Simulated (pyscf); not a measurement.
This saddle point was located with ωB97X-D3(BJ)/def2-SVP in PySCF.

```xyz
10

O     -1.0294    -0.5649    -0.2384
C     -1.5595    -1.2386     0.8202
O     -1.3279    -2.3818     1.0548
H     -0.0886    -0.7032    -0.8935
H     -2.2269    -0.5756     1.4098
Si    -0.3672     1.2515    -0.6383
H      0.5586     0.0101    -1.4171
H     -1.5138     1.7570     0.1932
H      0.8470     1.6998     0.0993
H     -0.5759     1.9146    -1.9565
```

Surface: singlet, charge 0. Lowest wavenumbers (cm⁻¹): 1406i, 31, 76, 178, 211.

### Question
What reaction is this the transition state of?

### Answer
O=CH–OH + SiH₄ <-> O=CH–O–SiH₃ + H₂, a four-centre exchange read from left to right: H–O, H–Si broken and O–Si, H–H formed. At ωB97M-D3(BJ)/def2-TZVP it lies +46.7 kcal/mol from the left side and +59.8 kcal/mol from the right (each side as separated species at their lowest minima found). The same reactants have a lower exit, to HO–CH₂–O–SiH₃ (barrier +40.1 kcal/mol at ωB97M-D3(BJ)/def2-TZVP, against +46.7 kcal/mol here). This is the saddle that the search found; another between the same sides may lie lower.
